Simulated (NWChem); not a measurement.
Species: BeH cation; SMILES [BeH+]

Program: NWChem. Coordinates come from a PBE-D3(BJ)/def2-SVP optimisation. Static field.

```tsv
level	isotropic polarisability (bohr³)	anisotropy (bohr³)
PBE/aug-cc-pVDZ	13.8	3.6
B3LYP/aug-cc-pVDZ	13.2	3.3
CAM-B3LYP/aug-cc-pVDZ	12.9	3.1
BHandHLYP/aug-cc-pVDZ	12.5	2.9
```
